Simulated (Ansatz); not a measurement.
`CCS` + CH₃NH₂ → `CNCS` + CH₄  (substitution at a C–C bond)

Program: Ansatz. Geometries: PBE0-D4/def2-TZVP. ΔE: electronic, gas phase. CBS: MP2 limit from def2 TZ/QZ plus the TZ coupled-cluster correction, frozen cores. This one scheme is used for every species. DFT in def2-TZVPP. One conformer a species, not always the lowest.

Problem. Is it downhill or uphill in electronic energy at CCSD(T)/CBS, and by how much? (An estimate is asked.)

Solution. Ansatz gave: Uphill: ΔE = +4.5 kcal/mol.

Problem. What do these levels give: r2SCAN0-D4, PBE, BLYP, CCSD/def2-SVP, CCSD(T)/def2-TZVPP, MP2/CBS(def2)? (An estimate is asked.)

Solution. Ansatz gave: r2SCAN0-D4 4.1, PBE 3.8, BLYP 3.6, CCSD/def2-SVP 3.7, CCSD(T)/def2-TZVPP 4.2, MP2/CBS(def2) 4.5 kcal/mol.

Largest T1 diagnostic among the species: 0.010.

In def2-TZVPP, CCSD(T) changes the Hartree–Fock value by −0.8 kcal/mol (the triples alone add −0.3 kcal/mol) and MP2 by −0.7 kcal/mol. Leaving LDA and LC-ωPBE aside and taking each functional with its dispersion term where it has one, the values, not all of them listed here, spread over 1.7 kcal/mol, from BLYP-D4 to PBE-QIDH. LDA lies −1.3 kcal/mol from PBE without D4. From BLYP to BHLYP (50 % exact exchange), in def2-TZVPP and without D4, ΔE moves by +0.7 kcal/mol.
